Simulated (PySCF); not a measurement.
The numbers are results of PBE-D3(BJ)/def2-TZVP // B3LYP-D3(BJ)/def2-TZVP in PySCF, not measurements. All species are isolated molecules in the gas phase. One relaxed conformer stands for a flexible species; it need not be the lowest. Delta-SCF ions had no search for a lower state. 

Reference species (SMILES): `CCS` (C–C–S–H torsion 62°) (neutral, multiplicity 1).

S1 oscillator strength: 0.003
vertical ionisation energy (Delta-SCF): 9.09 eV

Changed species: `CCBr` (X = bromo; the reference has X = mercapto).

### Question
Predict the effect on the S1 oscillator strength and vertical ionisation energy (Delta-SCF).

### Answer
the S1 oscillator strength hardly moves; the vertical ionisation energy (Delta-SCF) rises by 1.07 eV, to 10.16 eV.
